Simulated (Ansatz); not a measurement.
Reaction (SMILES): [OH] (OH) → H atom + O atom
B3LYP-D3(BJ)/def2-TZVP geometries, fixed; electronic energies without zero-point terms.

Basis-set convergence of the atomisation energy at PBE with Ansatz (a first-principles code). Cartesian d functions, on some or all atoms, in 6-31G*, 6-31+G*; all else is spherical. The program fits the integrals of some runs and decomposes those of others, by size. Open shells are unrestricted. No added dispersion term, no relativity. Functions are those of the species that has most. Reference: the value in aug-cc-pV5Z, 110.04 kcal/mol, itself unsure by roughly 0.01 kcal/mol (its mean distance from pcseg-4, aug-pcseg-3, aug-cc-pVQZ). Deviations are taken from unrounded values.

| basis | functions | atomisation energy (kcal/mol) |
|---|---|---|
| 6-31G* | 17 | 103.81 |
| 6-31+G* | 21 | 105.80 |
| cc-pVDZ | 19 | 103.59 |
| aug-cc-pVDZ | 32 | 108.55 |
| def2-SVP | 19 | 105.47 |
| def2-SVPD | 31 | 109.96 |
| pcseg-1 | 19 | 105.15 |
| aug-pcseg-1 | 32 | 108.76 |
| 6-311G** | 24 | 106.43 |
| 6-311+G** | 28 | 108.61 |
| def2-TZVP | 37 | 108.21 |
| def2-TZVPD | 49 | 109.28 |
| cc-pVTZ | 44 | 108.39 |
| aug-cc-pVTZ | 69 | 109.77 |
| pcseg-2 | 44 | 109.53 |
| aug-pcseg-2 | 69 | 110.03 |
| def2-TZVPP | 45 | 109.23 |
| def2-TZVPPD | 57 | 109.98 |
| cc-pVQZ | 85 | 109.42 |
| aug-cc-pVQZ | 126 | 110.04 |
| def2-QZVPP | 87 | 109.67 |
| def2-QZVPPD | 99 | 109.95 |
| pcseg-3 | 93 | 110.00 |
| aug-pcseg-3 | 134 | 110.04 |
| cc-pV5Z | 146 | 109.84 |
| aug-cc-pV5Z | 207 | 110.04 |

What the diffuse functions change, pair by pair:
- 6-31G* to 6-31+G*: 4 more functions, deviation -6.23 to -4.23 kcal/mol
- cc-pVDZ to aug-cc-pVDZ: 13 more functions, deviation -6.44 to -1.48 kcal/mol
- def2-SVP to def2-SVPD: 12 more functions, deviation -4.56 to -0.07 kcal/mol
- pcseg-1 to aug-pcseg-1: 13 more functions, deviation -4.89 to -1.28 kcal/mol
- 6-311G** to 6-311+G**: 4 more functions, deviation -3.60 to -1.43 kcal/mol
- def2-TZVP to def2-TZVPD: 12 more functions, deviation -1.82 to -0.76 kcal/mol
- cc-pVTZ to aug-cc-pVTZ: 25 more functions, deviation -1.64 to -0.27 kcal/mol
- pcseg-2 to aug-pcseg-2: 25 more functions, deviation -0.51 to -0.01 kcal/mol
- def2-TZVPP to def2-TZVPPD: 12 more functions, deviation -0.80 to -0.05 kcal/mol
- cc-pVQZ to aug-cc-pVQZ: 41 more functions, deviation -0.62 to 0.00 kcal/mol
- def2-QZVPP to def2-QZVPPD: 12 more functions, deviation -0.36 to -0.08 kcal/mol
- pcseg-3 to aug-pcseg-3: 41 more functions, deviation -0.04 to 0.01 kcal/mol
- cc-pV5Z to aug-cc-pV5Z: 61 more functions, deviation -0.20 to 0.00 kcal/mol

Leaving out the reference's own pair, they bring the value nearer the reference by more than 0.01 kcal/mol in 12 of 12 pairs.
